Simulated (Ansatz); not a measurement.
Ansatz (a first-principles code) input (HF/3-21G): The .json file is the Basis Set Exchange's 3-21G.

Ansatz 0.2 input:
```yaml
crystal:
  periodic: [false, false, false]
  atoms:
    - {symbol: C, position_ang: [-0.01960273, 0.53041536, 0.01007793]}
    - {symbol: O, position_ang: [0.02915470, -0.78887498, -0.01498868]}
    - {symbol: H, position_ang: [-1.06290528, 1.00482270, 0.02799415]}
    - {symbol: H, position_ang: [0.48134512, 1.04526317, 0.90330047]}
    - {symbol: H, position_ang: [0.46593892, 1.07842182, -0.87185278]}
basis:
  gaussian:
    orbitals: 3-21G.json
hamiltonian:
  xc: {name: HF}
total_charge: -1
relax: {f_tol: 0.003, max_steps: 120}
```

From the last part of the output:

```
mean field -3094.60468839 eV, -113.7246247001 hartree, gradient 2.4e-5 eV, S^2 0.000000; 0 other end points of the search recorded, 0 dependent functions left out
the calculation of the forces begins
reference -3094.60468839 eV, -113.7246247001 hartree; 9, 9 occupied and 15, 15 virtual orbitals, 295 factors
relax step   2: F+E_penalty+E_count = -3094.60468839 eV  Δ(F+E_penalty+E_count) = -1.904e-2 eV  max|allowed force component| = 6.728e-1 eV/Å  Δτ_max = 0.0227 Å  (22 SCF iters, accepted)
these checks for a lower state are left out or cut short: starts, cluster_reference, orbital_swaps, neighbouring_geometries, increment
integrals: 0.00 GiB planned
295 factors; integrals over basis functions are off by at most 5.2e-4 eV
mean field: 0.04 GiB planned
mean field -3094.60813837 eV, -113.7247514844 hartree, gradient 2.0e-5 eV, S^2 0.000000; 0 other end points of the search recorded, 0 dependent functions left out
the calculation of the forces begins
reference -3094.60813837 eV, -113.7247514844 hartree; 9, 9 occupied and 15, 15 virtual orbitals, 295 factors
relax step   3: F+E_penalty+E_count = -3094.60813837 eV  Δ(F+E_penalty+E_count) = -3.450e-3 eV  max|allowed force component| = 3.279e-1 eV/Å  Δτ_max = 0.0049 Å  (23 SCF iters, accepted)
these checks for a lower state are left out or cut short: starts, cluster_reference, orbital_swaps, neighbouring_geometries, increment
integrals: 0.00 GiB planned
295 factors; integrals over basis functions are off by at most 5.2e-4 eV
mean field: 0.04 GiB planned
mean field -3094.60923719 eV, -113.7247918651 hartree, gradient 2.0e-5 eV, S^2 0.000000; 0 other end points of the search recorded, 0 dependent functions left out
the calculation of the forces begins
reference -3094.60923719 eV, -113.7247918651 hartree; 9, 9 occupied and 15, 15 virtual orbitals, 295 factors
relax step   4: F+E_penalty+E_count = -3094.60923719 eV  Δ(F+E_penalty+E_count) = -1.099e-3 eV  max|allowed force component| = 1.063e-2 eV/Å  Δτ_max = 0.0054 Å  (23 SCF iters, accepted)
these checks for a lower state are left out or cut short: starts, cluster_reference, orbital_swaps, neighbouring_geometries, increment
integrals: 0.00 GiB planned
295 factors; integrals over basis functions are off by at most 5.2e-4 eV
mean field: 0.04 GiB planned
mean field evaluation 32: about -3094.6092 eV, gradient 1.2e-5 eV
mean field -3094.60923849 eV, -113.7247919130 hartree, gradient 2.4e-5 eV, S^2 0.000000; 0 other end points of the search recorded, 0 dependent functions left out
the calculation of the forces begins
reference -3094.60923849 eV, -113.7247919130 hartree; 9, 9 occupied and 15, 15 virtual orbitals, 295 factors
relax step   5: F+E_penalty+E_count = -3094.60923849 eV  Δ(F+E_penalty+E_count) = -1.305e-6 eV  max|allowed force component| = 1.063e-2 eV/Å  Δτ_max = 0.0003 Å  (17 SCF iters, accepted)
these checks for a lower state are left out or cut short: starts, cluster_reference, orbital_swaps, neighbouring_geometries, increment
integrals: 0.00 GiB planned
295 factors; integrals over basis functions are off by at most 5.2e-4 eV
mean field: 0.04 GiB planned
mean field -3094.60924009 eV, -113.7247919717 hartree, gradient 1.0e-5 eV, S^2 0.000000; 0 other end points of the search recorded, 0 dependent functions left out
the calculation of the forces begins
reference -3094.60924009 eV, -113.7247919717 hartree; 9, 9 occupied and 15, 15 virtual orbitals, 295 factors
relax step   6: F+E_penalty+E_count = -3094.60924009 eV  Δ(F+E_penalty+E_count) = -1.595e-6 eV  max|allowed force component| = 1.055e-4 eV/Å  Δτ_max = 0.0002 Å  (16 SCF iters, accepted)
integrals: 0.00 GiB planned
295 factors; integrals over basis functions are off by at most 5.2e-4 eV
mean field: 0.04 GiB planned
mean field -3094.60924009 eV, -113.7247919717 hartree, gradient 1.0e-5 eV, S^2 0.000000; 1 other end points of the search recorded, 0 dependent functions left out
the calculation of the forces begins
reference -3094.60924009 eV, -113.7247919717 hartree; 9, 9 occupied and 15, 15 virtual orbitals, 295 factors
Total energy: -3094.60924009 eV, -113.7247919717 hartree
Atom 0 at    -0.019658     0.531913     0.010106 Å, force     0.000004    -0.000105    -0.000002 eV/Å
Atom 1 at     0.030124    -0.815096    -0.015487 Å, force    -0.000002     0.000049     0.000001 eV/Å
Atom 2 at    -1.046056     1.013701     0.028014 Å, force    -0.000039     0.000017     0.000001 eV/Å
Atom 3 at     0.472335     1.053464     0.888663 Å, force     0.000019     0.000019     0.000033 eV/Å
Atom 4 at     0.457187     1.086067    -0.856765 Å, force     0.000018     0.000020    -0.000033 eV/Å
Dipole moment:    -0.016072     0.434879     0.008263 e Å
```

The dipole moment of an ion depends on the origin.
